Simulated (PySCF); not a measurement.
# SiBH5: a look at the electrons, part 1 of 3

Aim: take SiBH5 and analyse its density (charges, bond critical points, surface potential), compute its lowest excited states and measure its response to a uniform field.

Computed with PySCF 2.14.0. Level: levels as typed in each script, gas phase, geometry from GFN2-xTB.

## Step 1: Starting geometry

SMILES `B[SiH3]`, 7 atoms, charge 0, spin multiplicity 1.

Bond lengths: B1–Si2 1.956 Å, B1–H3 1.170 Å, B1–H4 1.171 Å, Si2–H5 1.472 Å, Si2–H6 1.473 Å, Si2–H7 1.471 Å. Angles: Si2–B1–H3 122.4°, Si2–B1–H4 121.1°, H3–B1–H4 116.5°, B1–Si2–H5 112.9°, B1–Si2–H6 112.8°, B1–Si2–H7 116.0°, H5–Si2–H6 105.1°, H5–Si2–H7 104.5°, H6–Si2–H7 104.5°.

Geometry (Å):

```mol
BH5Si
  3D, bonds by distance, orders not assigned

  7  6  0  0  0  0  0  0  0  0999 V2000
   -1.4086   -0.0056    0.0002 B   0  0
    0.5473   -0.0019    0.0001 Si  0  0
   -2.0336   -0.9950   -0.0003 H   0  0
   -2.0149    0.9960    0.0003 H   0  0
    1.1186    0.6991    1.1622 H   0  0
    1.1164    0.6778   -1.1767 H   0  0
    1.1942   -1.3232    0.0117 H   0  0
  1  2  8  0
  1  3  8  0
  1  4  8  0
  2  5  8  0
  2  6  8  0
  2  7  8  0
M  END
```

## Step 2: Density, bond paths and surface potential (TPSS/def2-svp)

input.py reads:

```python
import numpy as np
from pyscf import gto, scf, dft
from pyscf.scf import atom_ks, atom_hf
from scipy.linalg import block_diag

def solve(mol, dm0=None, hcore=None):
    mf = (dft.UKS if mol.spin else dft.RKS)(mol, xc='tpss')
    mf.grids.level = 3
    mf = mf.density_fit(auxbasis='def2-universal-jkfit')
    mf.conv_tol, mf.max_cycle = 1e-8, 80
    if hcore is not None:
        mf.get_hcore = lambda *args: hcore
    mf.kernel(dm0)
    if not mf.converged:
        mf = mf.newton().run(mf.mo_coeff, mf.mo_occ, max_cycle=30)
    assert mf.converged, 'SCF not converged'
    return mf

mol = gto.M(atom='''
B     -1.40863    -0.00557     0.00017
Si     0.54732    -0.00191     0.00013
H     -2.03359    -0.99505    -0.00026
H     -2.01487     0.99596     0.00033
H      1.11858     0.69910     1.16223
H      1.11644     0.67781    -1.17668
H      1.19415    -1.32320     0.01172
''', basis='def2-svp', charge=0, spin=0, verbose=4)
mf = solve(mol)
mf.analyze()
# spherically averaged free atoms, for the promolecule
atm = atom_ks.get_atm_nrks(mol, xc='tpss')
pro = block_diag(*[(atm[a[0]][2] * atm[a[0]][3]) @ atm[a[0]][2].T for a in mol._atom])
np.savez('result.npz', e=mf.e_tot, c=mf.mo_coeff, occ=mf.mo_occ, eps=mf.mo_energy, pro=pro, dip=mf.dip_moment(verbose=0), s2=mf.spin_square()[0])
```

Command:

```console
$ OMP_NUM_THREADS=1 python input.py
```

The program printed:

```text
[ENV] PYSCF_TMPDIR <dir>
[ENV] PYSCF_MAX_MEMORY 1375
[INPUT] verbose = 4
[INPUT] num. atoms = 7
[INPUT] num. electrons = 24
[INPUT] charge = 0
[INPUT] spin (= nelec alpha-beta = 2S) = 0
[INPUT] symmetry False subgroup None
[INPUT] Mole.unit = angstrom
[INPUT] Symbol           X                Y                Z      unit          X                Y                Z       unit  Magmom
[INPUT]  1 B     -1.408630000000  -0.005570000000   0.000170000000 AA   -2.661924910846  -0.010525774514   0.000321253441 Bohr   0.0
[INPUT]  2 Si     0.547320000000  -0.001910000000   0.000130000000 AA    1.034284902497  -0.003609376898   0.000245664396 Bohr   0.0
[INPUT]  3 H     -2.033590000000  -0.995050000000  -0.000260000000 AA   -3.842928149654  -1.880371980248  -0.000491328792 Bohr   0.0
[INPUT]  4 H     -2.014870000000   0.995960000000   0.000330000000 AA   -3.807552476602   1.882091631022   0.000623609621 Bohr   0.0
[INPUT]  5 H      1.118580000000   0.699100000000   1.162230000000 AA    2.113809848416   1.321107533683   2.196296393753 Bohr   0.0
[INPUT]  6 H      1.116440000000   0.677810000000  -1.176680000000 AA    2.109765834509   1.280875264491  -2.223602936253 Bohr   0.0
[INPUT]  7 H      1.194150000000  -1.323200000000   0.011720000000 AA    2.256616451649  -2.500485608024   0.022147590180 Bohr   0.0

nuclear repulsion = 48.5193547657866
number of shells = 29
number of NR pGTOs = 95
number of NR cGTOs = 57
basis = def2-svp
ecp = {}

******** <class 'pyscf.df.df_jk.DFRKS'> ********
method = DFRKS
initial guess = minao
damping factor = 0
level_shift factor = 0
DIIS = <class 'pyscf.scf.diis.CDIIS'>
diis_start_cycle = 1
diis_space = 8
diis_damp = 0
SCF conv_tol = 1e-08
SCF conv_tol_grad = None
SCF max_cycles = 80
direct_scf = False
XC library pyscf.dft.libxc version 7.0.0
    S. Lehtola, C. Steigemann, M. J.T. Oliveira, and M. A.L. Marques.,  SoftwareX 7, 1–5 (2018)
XC functionals = tpss
    J. Tao, J. P. Perdew, V. N. Staroverov, and G. E. Scuseria.,  Phys. Rev. Lett. 91, 146401 (2003)
    J. P. Perdew, J. Tao, V. N. Staroverov, and G. E. Scuseria.,  J. Chem. Phys. 120, 6898 (2004)
    J. Tao, J. P. Perdew, V. N. Staroverov, and G. E. Scuseria.,  Phys. Rev. Lett. 91, 146401 (2003)
    J. P. Perdew, J. Tao, V. N. Staroverov, and G. E. Scuseria.,  J. Chem. Phys. 120, 6898 (2004)
radial grids:
    Treutler-Ahlrichs [JCP 102, 346 (1995); DOI:10.1063/1.469408] (M4) radial grids

becke partition: Becke, JCP 88, 2547 (1988); DOI:10.1063/1.454033
pruning grids: <function nwchem_prune at 0xff40a1d9b600>
grids dens level: 3
symmetrized grids: False
atomic radii adjust function: <function treutler_atomic_radii_adjust at 0xff40a1dd0540>
small_rho_cutoff = 0
Set gradient conv threshold to 0.0001
Initial guess from minao.
tot grids = 82272
init E= -316.98057889489
  HOMO = -0.335533898883316  LUMO = -0.174576780571426  gap/eV = 4.37987
cycle= 1 E= -317.211998528453  delta_E= -0.231  |g|= 0.134  |ddm|= 2.31
  HOMO = -0.264789516438535  LUMO = -0.10624126901399  gap/eV = 4.31432
cycle= 2 E= -317.218285904104  delta_E= -0.00629  |g|= 0.0588  |ddm|= 0.32
  HOMO = -0.283013443049601  LUMO = -0.125898024062926  gap/eV = 4.27533
cycle= 3 E= -317.219582070248  delta_E= -0.0013  |g|= 0.0191  |ddm|= 0.109
  HOMO = -0.281120022461144  LUMO = -0.122323722199398  gap/eV = 4.32107
cycle= 4 E= -317.219720903328  delta_E= -0.000139  |g|= 0.00562  |ddm|= 0.0358
  HOMO = -0.281800184993302  LUMO = -0.123078474693674  gap/eV = 4.31904
cycle= 5 E= -317.219736061222  delta_E= -1.52e-05  |g|= 0.000801  |ddm|= 0.0096
  HOMO = -0.281556845012453  LUMO = -0.122905487299698  gap/eV = 4.31712
cycle= 6 E= -317.219736335896  delta_E= -2.75e-07  |g|= 0.000233  |ddm|= 0.00161
  HOMO = -0.281597797940562  LUMO = -0.122927713201545  gap/eV = 4.31763
cycle= 7 E= -317.219736356127  delta_E= -2.02e-08  |g|= 1.13e-05  |ddm|= 0.000408
  HOMO = -0.281596789821305  LUMO = -0.122928008738302  gap/eV = 4.31760
cycle= 8 E= -317.219736356182  delta_E= -5.49e-11  |g|= 1.34e-06  |ddm|= 2.51e-05
  HOMO = -0.281596793196808  LUMO = -0.122927932491792  gap/eV = 4.31760
Extra cycle  E= -317.219736356185  delta_E= -2.73e-12  |g|= 7.64e-07  |ddm|= 4.5e-06
converged SCF energy = -317.219736356185
**** SCF Summaries ****
Total Energy =                        -317.219736356184853
Nuclear Repulsion Energy =              48.519354765786623
One-electron Energy =                 -533.130177906475751
Two-electron Energy =                  167.391086784504296
Two-electron Coulomb Energy =          194.259113844319160
DFT Exchange-Correlation Energy =      -26.868027059814853
HOMO-LUMO gap [eV] =                     4.317599617997804
**** MO energy ****
MO #1   energy= -65.6462452233076  occ= 2
MO #2   energy= -6.62391559483137  occ= 2
MO #3   energy= -5.09810971213996  occ= 2
MO #4   energy= -3.47663137389693  occ= 2
MO #5   energy= -3.47636427995189  occ= 2
MO #6   energy= -3.47498631283949  occ= 2
MO #7   energy= -0.519881081397889 occ= 2
MO #8   energy= -0.445060752561603 occ= 2
MO #9   energy= -0.340321633409335 occ= 2
MO #10  energy= -0.319154818706034 occ= 2
MO #11  energy= -0.299689333913999 occ= 2
MO #12  energy= -0.281596793196808 occ= 2
MO #13  energy= -0.122927932491792 occ= 0
MO #14  energy= 0.0316788352379875 occ= 0
MO #15  energy= 0.0648066731266357 occ= 0
MO #16  energy= 0.0709406335529055 occ= 0
MO #17  energy= 0.10274756787464   occ= 0
MO #18  energy= 0.138574887622115  occ= 0
MO #19  energy= 0.170995755677482  occ= 0
MO #20  energy= 0.189278068771743  occ= 0
MO #21  energy= 0.244847204768103  occ= 0
MO #22  energy= 0.248537392984138  occ= 0
MO #23  energy= 0.289556829614973  occ= 0
MO #24  energy= 0.295997034044145  occ= 0
MO #25  energy= 0.325541987728046  occ= 0
MO #26  energy= 0.330698515942847  occ= 0
MO #27  energy= 0.40789781521066   occ= 0
MO #28  energy= 0.494733759883501  occ= 0
MO #29  energy= 0.496851689565049  occ= 0
MO #30  energy= 0.530456380361069  occ= 0
MO #31  energy= 0.572970201292551  occ= 0
MO #32  energy= 0.602521058691389  occ= 0
MO #33  energy= 0.669208501637259  occ= 0
MO #34  energy= 0.687490992032891  occ= 0
MO #35  energy= 0.837437962386704  occ= 0
MO #36  energy= 0.866967684592353  occ= 0
MO #37  energy= 0.93885173781352   occ= 0
MO #38  energy= 0.962637316742129  occ= 0
MO #39  energy= 1.10293693981685   occ= 0
MO #40  energy= 1.31909653121118   occ= 0
MO #41  energy= 1.38927563092711   occ= 0
MO #42  energy= 1.38990101502442   occ= 0
MO #43  energy= 1.39973367545529   occ= 0
MO #44  energy= 1.50097789108422   occ= 0
MO #45  energy= 1.52588995705031   occ= 0
MO #46  energy= 1.71859601318872   occ= 0
MO #47  energy= 1.72227625257027   occ= 0
MO #48  energy= 1.73972004765168   occ= 0
MO #49  energy= 1.79594335699081   occ= 0
MO #50  energy= 1.84121178714889   occ= 0
MO #51  energy= 1.87102724679179   occ= 0
MO #52  energy= 2.02982948379541   occ= 0
MO #53  energy= 2.16257083365198   occ= 0
MO #54  energy= 2.22110394169363   occ= 0
MO #55  energy= 2.22849645935586   occ= 0
MO #56  energy= 2.56371571005268   occ= 0
MO #57  energy= 2.64696649761111   occ= 0
 ** Mulliken pop on meta-lowdin orthogonal AOs  **
 ** Mulliken pop  **
pop of  0 B 1s            1.99979
pop of  0 B 2s            0.97033
pop of  0 B 3s            0.00451
pop of  0 B 2px           1.05162
pop of  0 B 2py           1.03593
...
pop of  1 Si 3px          0.86781
pop of  1 Si 3py          0.82819
pop of  1 Si 3pz          0.84545
pop of  1 Si 4px          0.01024
pop of  1 Si 4py          0.00814
pop of  1 Si 4pz          0.00761
pop of  1 Si 3dxy         0.00388
pop of  1 Si 3dyz         0.00456
pop of  1 Si 3dz^2        0.00442
pop of  1 Si 3dxz         0.00133
pop of  1 Si 3dx2-y2      0.00529
pop of  2 H 1s            0.97388
pop of  2 H 2s            0.00768
pop of  2 H 2px           0.00059
pop of  2 H 2py           0.00146
pop of  2 H 2pz           0.00001
pop of  3 H 1s            0.97497
pop of  3 H 2s            0.00758
pop of  3 H 2px           0.00055
pop of  3 H 2py           0.00148
pop of  3 H 2pz           0.00001
pop of  4 H 1s            1.07543
pop of  4 H 2s            0.00430
pop of  4 H 2px           0.00058
pop of  4 H 2py           0.00070
pop of  4 H 2pz           0.00194
pop of  5 H 1s            1.07493
pop of  5 H 2s            0.00428
pop of  5 H 2px           0.00058
pop of  5 H 2py           0.00066
pop of  5 H 2pz           0.00198
pop of  6 H 1s            1.09570
pop of  6 H 2s            0.00420
pop of  6 H 2px           0.00070
pop of  6 H 2py           0.00258
pop of  6 H 2pz           0.00000
 ** Mulliken atomic charges  **
charge of    0B =     -0.12293
charge of    1Si =      0.35969
charge of    2H =      0.01639
charge of    3H =      0.01541
charge of    4H =     -0.08296
charge of    5H =     -0.08242
charge of    6H =     -0.10318
Dipole moment(X, Y, Z, Debye): -0.61509,  0.05944, -0.00019
Spherically averaged atomic KS for {'H', 'Si', 'B'}

******** <class 'pyscf.scf.atom_ks.AtomSphAverageRKS'> ********
method = AtomSphAverageRKS
initial guess = vsap
damping factor = 0
level_shift factor = 0
diis_start_cycle = 1
diis_space = 12
SCF conv_tol = 1e-09
SCF conv_tol_grad = None
SCF max_cycles = 50
direct_scf = True
direct_scf_tol = 1e-13
XC library pyscf.dft.libxc version 7.0.0
    S. Lehtola, C. Steigemann, M. J.T. Oliveira, and M. A.L. Marques.,  SoftwareX 7, 1–5 (2018)
XC functionals = tpss
    J. Tao, J. P. Perdew, V. N. Staroverov, and G. E. Scuseria.,  Phys. Rev. Lett. 91, 146401 (2003)
    J. P. Perdew, J. Tao, V. N. Staroverov, and G. E. Scuseria.,  J. Chem. Phys. 120, 6898 (2004)
    J. Tao, J. P. Perdew, V. N. Staroverov, and G. E. Scuseria.,  Phys. Rev. Lett. 91, 146401 (2003)
    J. P. Perdew, J. Tao, V. N. Staroverov, and G. E. Scuseria.,  J. Chem. Phys. 120, 6898 (2004)
radial grids:
    Treutler-Ahlrichs [JCP 102, 346 (1995); DOI:10.1063/1.469408] (M4) radial grids

becke partition: Becke, JCP 88, 2547 (1988); DOI:10.1063/1.454033
pruning grids: <function nwchem_prune at 0xff40a1d9b600>
grids dens level: 3
symmetrized grids: False
atomic radii adjust function: <function treutler_atomic_radii_adjust at 0xff40a1dd0540>
User specified grid scheme (100, 434)
small_rho_cutoff = 0
Set gradient conv threshold to 3.16228e-05
tot grids = 24752
init E= 23.9068800569806
cycle= 1 E= 23.9061749096822  delta_E= -0.000705  |g|=    0  |ddm|= 0.0654
cycle= 2 E= 23.9061727934453  delta_E= -2.12e-06  |g|=    0  |ddm|= 0.00761
cycle= 3 E= 23.9061724574043  delta_E= -3.36e-07  |g|=    0  |ddm|= 0.00306
cycle= 4 E= 23.9061724011077  delta_E= -5.63e-08  |g|=    0  |ddm|= 0.00125
cycle= 5 E= 23.906172391685  delta_E= -9.42e-09  |g|=    0  |ddm|= 0.000513
cycle= 6 E= 23.9061723901072  delta_E= -1.58e-09  |g|=    0  |ddm|= 0.00021
cycle= 7 E= 23.906172389807  delta_E= -3e-10  |g|=    0  |ddm|= 4.68e-05
Extra cycle  E= 23.9061723897929  delta_E= -1.42e-11  |g|=    0  |ddm|= 1.99e-05
Atomic HF for atom  B  converged. SCF energy = 23.9061723897929

******** <class 'pyscf.scf.atom_ks.AtomSphAverageRKS'> ********
method = AtomSphAverageRKS
initial guess = vsap
damping factor = 0
level_shift factor = 0
diis_start_cycle = 1
diis_space = 12
SCF conv_tol = 1e-09
SCF conv_tol_grad = None
SCF max_cycles = 50
direct_scf = True
direct_scf_tol = 1e-13
XC library pyscf.dft.libxc version 7.0.0
    S. Lehtola, C. Steigemann, M. J.T. Oliveira, and M. A.L. Marques.,  SoftwareX 7, 1–5 (2018)
XC functionals = tpss
    J. Tao, J. P. Perdew, V. N. Staroverov, and G. E. Scuseria.,  Phys. Rev. Lett. 91, 146401 (2003)
    J. P. Perdew, J. Tao, V. N. Staroverov, and G. E. Scuseria.,  J. Chem. Phys. 120, 6898 (2004)
    J. Tao, J. P. Perdew, V. N. Staroverov, and G. E. Scuseria.,  Phys. Rev. Lett. 91, 146401 (2003)
    J. P. Perdew, J. Tao, V. N. Staroverov, and G. E. Scuseria.,  J. Chem. Phys. 120, 6898 (2004)
radial grids:
    Treutler-Ahlrichs [JCP 102, 346 (1995); DOI:10.1063/1.469408] (M4) radial grids

becke partition: Becke, JCP 88, 2547 (1988); DOI:10.1063/1.454033
pruning grids: <function nwchem_prune at 0xff40a1d9b600>
grids dens level: 3
symmetrized grids: False
atomic radii adjust function: <function treutler_atomic_radii_adjust at 0xff40a1dd0540>
User specified grid scheme (100, 434)
small_rho_cutoff = 0
Set gradient conv threshold to 3.16228e-05
tot grids = 24008
init E= -240.733213613395
cycle= 1 E= -240.734361402681  delta_E= -0.00115  |g|=    0  |ddm|= 0.0822
cycle= 2 E= -240.734428773756  delta_E= -6.74e-05  |g|=    0  |ddm|= 0.0509
cycle= 3 E= -240.734438660358  delta_E= -9.89e-06  |g|=    0  |ddm|= 0.0205
cycle= 4 E= -240.734440186862  delta_E= -1.53e-06  |g|=    0  |ddm|= 0.00817
cycle= 5 E= -240.734440423601  delta_E= -2.37e-07  |g|=    0  |ddm|= 0.00322
cycle= 6 E= -240.73444046032  delta_E= -3.67e-08  |g|=    0  |ddm|= 0.00127
cycle= 7 E= -240.734440466015  delta_E= -5.69e-09  |g|=    0  |ddm|= 0.000501
cycle= 8 E= -240.734440466997  delta_E= -9.82e-10  |g|=    0  |ddm|= 0.000107
Extra cycle  E= -240.734440467051  delta_E= -5.35e-11  |g|=    0  |ddm|= 4.86e-05
Atomic HF for atom  Si  converged. SCF energy = -240.734440467051

******** <class 'pyscf.scf.atom_ks.AtomSphAverageRKS'> ********
method = AtomSphAverageRKS
initial guess = vsap
damping factor = 0
level_shift factor = 0
diis_start_cycle = 1
diis_space = 12
SCF conv_tol = 1e-09
SCF conv_tol_grad = None
SCF max_cycles = 50
direct_scf = True
direct_scf_tol = 1e-13
XC library pyscf.dft.libxc version 7.0.0
    S. Lehtola, C. Steigemann, M. J.T. Oliveira, and M. A.L. Marques.,  SoftwareX 7, 1–5 (2018)
XC functionals = tpss
    J. Tao, J. P. Perdew, V. N. Staroverov, and G. E. Scuseria.,  Phys. Rev. Lett. 91, 146401 (2003)
    J. P. Perdew, J. Tao, V. N. Staroverov, and G. E. Scuseria.,  J. Chem. Phys. 120, 6898 (2004)
    J. Tao, J. P. Perdew, V. N. Staroverov, and G. E. Scuseria.,  Phys. Rev. Lett. 91, 146401 (2003)
    J. P. Perdew, J. Tao, V. N. Staroverov, and G. E. Scuseria.,  J. Chem. Phys. 120, 6898 (2004)
radial grids:
    Treutler-Ahlrichs [JCP 102, 346 (1995); DOI:10.1063/1.469408] (M4) radial grids

becke partition: Becke, JCP 88, 2547 (1988); DOI:10.1063/1.454033
pruning grids: <function nwchem_prune at 0xff40a1d9b600>
grids dens level: 3
symmetrized grids: False
atomic radii adjust function: <function treutler_atomic_radii_adjust at 0xff40a1dd0540>
User specified grid scheme (100, 434)
small_rho_cutoff = 0
Set gradient conv threshold to 3.16228e-05
tot grids = 26240
init E= 48.0720805533049
cycle= 1 E= 48.0619972124091  delta_E= -0.0101  |g|=    0  |ddm|= 0.24
cycle= 2 E= 48.0619925592613  delta_E= -4.65e-06  |g|=    0  |ddm|= 0.00527
cycle= 3 E= 48.0619925391144  delta_E= -2.01e-08  |g|=    0  |ddm|= 0.000346
cycle= 4 E= 48.0619925390298  delta_E= -8.45e-11  |g|=    0  |ddm|= 2.24e-05
Extra cycle  E= 48.0619925390295  delta_E= -3.48e-13  |g|=    0  |ddm|= 1.45e-06
Atomic HF for atom  H  converged. SCF energy = 48.0619925390295
```

Run time: 5.9 s. Hardware: 1 thread of Arm Neoverse V2, shared host; peak memory 0.29 GiB.

The free atoms at the end serve only for the promolecule density; their printed energies are not used.

## Step 3: Post-processing

Deformation density: the molecule less spherical free atoms.

B1–H3: +0.45 e/Å³ at the bond critical point (bond length 1.17 Å, Mayer order 1.0). B1–H4: +0.45 e/Å³ at the bond critical point (bond length 1.17 Å, Mayer order 1.0). B1–Si2: +0.20 e/Å³ at the bond critical point (bond length 1.96 Å, Mayer order 1.0). Si2–H7: +0.16 e/Å³ at the bond critical point (bond length 1.47 Å, Mayer order 1.0). In all, 1.7 electrons are displaced relative to the promolecule.

The highest Hirshfeld charge is on Si2 (+0.25 e), the lowest on H7 (−0.09 e).

| atom | charge (e) |
| --- | --- |
| B1 | +0.11 |
| Si2 | +0.25 |
| H3 | −0.06 |
| H4 | −0.06 |
| H5 | −0.08 |
| H6 | −0.08 |
| H7 | −0.09 |

Topology of the density (QTAIM).

7 nuclei, 6 bond, 0 ring and 0 cage critical points: 7 − 6 + 0 − 0 = 1, as the Poincaré–Hopf relation requires.

| bond | length (Å) | ρ (a.u.) | ∇²ρ (a.u.) | ε | H (a.u.) |
| --- | --- | --- | --- | --- | --- |
| B1–H3 | 1.170 | 0.181 | −0.13 | 0.42 | −0.191 |
| B1–H4 | 1.171 | 0.181 | −0.13 | 0.42 | −0.191 |
| B1–Si2 | 1.956 | 0.114 | +0.14 | 0.01 | −0.072 |
| Si2–H7 | 1.471 | 0.114 | +0.33 | 0.01 | −0.060 |
| Si2–H5 (×2) | 1.472 | 0.113 | +0.32 | 0.03 | −0.059 |

Polar or intermediate (positive Laplacian, negative energy density H): ρ = 0.114, ∇²ρ = +0.14, H = −0.072 a.u.

On the 0.001 a.u. surface of the density.

The lowest local ionisation energy is 8.7 eV, 1.5 Å from H7. Further minima include 8.9 eV, 1.4 Å from H5, and at symmetry-equivalent points; 9.4 eV, 1.4 Å from H4; 9.4 eV, 1.4 Å from H3. For comparison, the highest occupied orbital lies at −7.7 eV.

About 84 Å³; the dipole moment is 0.6 D.

(Continued in part 2 of 3.)
